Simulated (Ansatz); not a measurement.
**H2O (singlet): from Hartree-Fock to the top rungs at distance O1–H2 = 1.304 Å, cc-pVTZ**

One table from this session's results is given with a row withheld; the runs are named, their logs left out.

Method: cc-pVTZ, core rule «outside noble gas», up to 1 orbitals frozen; program: Ansatz 0.2.0, Gaussian basis.

To be run: UHF; CCSD(T) on RHF; BCCD(T) on RHF; CISD; CCSDT(Q) on RHF; CASSCF and NEVPT2, 2 electrons in 2 orbitals; CASSCF and MRCISD+Q, 8 electrons in 6 orbitals; CASSCF and NEVPT2, 8 electrons in 6 orbitals.

21 further runs of the same task are left out: 12 that didn't finish, 9 set aside as unsound or not needed.

**What is computed**

The geometry derives from a PBE0/def2-TZVP stationary point (not a proven minimum). One bond is set to the value named and the two fragments are kept rigid.

3 atoms, charge 0, spin multiplicity 1.

Atoms are counted from 1 here; the program's logs count them from 0.

Bond lengths: O1–H3 0.960 Å.

As a file:

```
O     0.00000   -0.07704    0.01530
H     0.00000    0.71624   -1.01965
H     0.00000    0.50669    0.77685
```

The first run:

Contents of in.yaml:

```yaml
crystal:
  periodic: [false, false, false]
  atoms:
    - {symbol: O, position_ang: [0.000000, -0.077043, 0.015296]}
    - {symbol: H, position_ang: [0.000000, 0.716243, -1.019650]}
    - {symbol: H, position_ang: [0.000000, 0.506685, 0.776846]}
basis:
  gaussian: {orbitals: cc-pVTZ}
magnetization: {spin_polarized: true, initial_magnetization: 0}
hamiltonian: {xc: hf}
output: {orbitals: {seedname: orbitals}}
```

Run with:

```bash
ansatz run in.yaml --threads 1 --pin off --events-out ev --progress --plain --max-ram 2393MiB
```

Steps of the session up to this table: UHF; CCSD(T) on RHF; BCCD(T) on RHF; CISD; CCSDT(Q) on RHF; CASSCF and NEVPT2, 2 electrons in 2 orbitals; CASSCF and MRCISD+Q, 8 electrons in 6 orbitals; CASSCF and NEVPT2, 8 electrons in 6 orbitals.

One table of the session follows, with a row left open; its other results are not shown here.

It belongs to the step «Misses and costs». 

```
          method  from RCCSDT(Q) (meV)
             RHF               +7896.9
            RMP2                +437.8
            CISD                +645.0
           RCCSD                +274.2
        RCCSD(T)                 +19.7
         BCCD(T)                 +19.6
          RCCSDT                 +17.7
       RCCSDT(Q)                     0
     CASSCF pair               +6825.4
     NEVPT2 pair                +401.8
  CASSCF valence               +5944.2
  NEVPT2 valence                +831.3
  MRCISD valence                     ?
MRCISD+Q valence                 +62.7
```

Estimate the missing values for MRCISD valence.

The run gave: from RCCSDT(Q) (meV): +329.1. In the column «from RCCSDT(Q) (meV)» it lies between RCCSD (+274.2) and NEVPT2 pair (+401.8).
